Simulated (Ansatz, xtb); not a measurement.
# Two isomers of C4H6S

Structure a: `C1=CSCC1`, a singlet. Structure b: `C=C(C)C=S`, a singlet. Both are isolated molecules in the gas phase, relaxed with B3LYP/def2-SVP; the shapes shown needn't be the lowest conformers.

a (Å):

```tsv
atom	x (Å)	y (Å)	z (Å)
C	-0.8426	0.0128	0.5091
C	-0.4286	1.2874	0.4883
C	0.2996	0.0840	-1.6583
C	-0.2377	-0.8608	-0.5663
S	0.6706	1.7048	-0.8372
H	-1.5018	-0.3877	1.2830
H	-0.6884	2.0617	1.2131
H	-0.4616	0.2709	-2.4321
H	1.2110	-0.2869	-2.1467
H	0.5828	-1.4656	-0.1320
H	-0.9607	-1.5761	-0.9926
```

b (Å):

```yaml
atoms:
  - { symbol: C, position_ang: [-1.5840, -0.4031, -0.8925] }
  - { symbol: C, position_ang: [-0.3697, 0.0977, -0.5706] }
  - { symbol: C, position_ang: [0.5294, -0.5368, 0.4553] }
  - { symbol: C, position_ang: [0.0721, 1.3115, -1.2616] }
  - { symbol: S, position_ang: [1.4885, 2.0938, -1.0412] }
  - { symbol: H, position_ang: [-1.9794, -1.3054, -0.4180] }
  - { symbol: H, position_ang: [-2.2146, 0.0822, -1.6435] }
  - { symbol: H, position_ang: [0.7579, 0.1756, 1.2639] }
  - { symbol: H, position_ang: [1.4988, -0.8072, 0.0070] }
  - { symbol: H, position_ang: [0.0703, -1.4368, 0.8883] }
  - { symbol: H, position_ang: [-0.6545, 1.7007, -1.9938] }
```

Question: Which of the two would you expect CCSD(T)/def2-SVP + ΔMP2/def2-TZVPP electronic energies to favour?

Answer: Structure a; the calculation gives E(b) − E(a) = +42.8 kJ/mol.

The same difference at several levels:

```tsv
level	geometry	E(b) − E(a) (kJ/mol)	departure from the last row (kJ/mol)	job, with rough time for the two
GFN2-xTB	GFN2-xTB	+79.3	+36.5	optimisation, 0.13 s
HF/STO-3G	GFN2-xTB	+203.5	+160.7	single point, 0.32 s
r2SCAN-D4/def2-SVP	GFN2-xTB	+39.1	−3.7	single point, 2.1 s
B3LYP/def2-SVP	B3LYP/def2-SVP	+29.4	−13.5	optimisation, 23 s
HF/def2-SVP	B3LYP/def2-SVP	+31.2	−11.6	part of the CCSD(T) run
MP2/def2-SVP	B3LYP/def2-SVP	+37.6	−5.2	part of the CCSD(T) run
CCSD(T)/def2-SVP	B3LYP/def2-SVP	+30.1	−12.7	single point
CCSD(T)/def2-SVP + ΔMP2/def2-TZVPP	B3LYP/def2-SVP	+42.8		single point, 21 s
```

As drawn, b has 1 C=S in place of 2 C–S. Structure a has a 5-membered ring, b no ring.

None of the levels shown reverses the order. The largest departure from CCSD(T)/def2-SVP + ΔMP2/def2-TZVPP is that of HF/STO-3G, 160.7 kJ/mol. The last row adds to CCSD(T) the change of the MP2 difference between the two basis sets, here +12.7 kJ/mol, a large step that makes the value less sure.

With harmonic frequencies from B3LYP/def2-SVP (ideal gas, rigid rotor, one conformer each, 298.15 K, 1 atm): on the last row, ΔE + ΔZPE = +37.5, ΔH = +40.3, ΔG = +34.0 kJ/mol.

The correlated steps freeze 9 core orbitals. Mirror images aren't counted in ΔG. Programs: Ansatz 0.2.0, xtb 6.7.1; the last row on 2 threads of Intel(R) Xeon(R) 6975P-C (Granite Rapids) on a shared host.
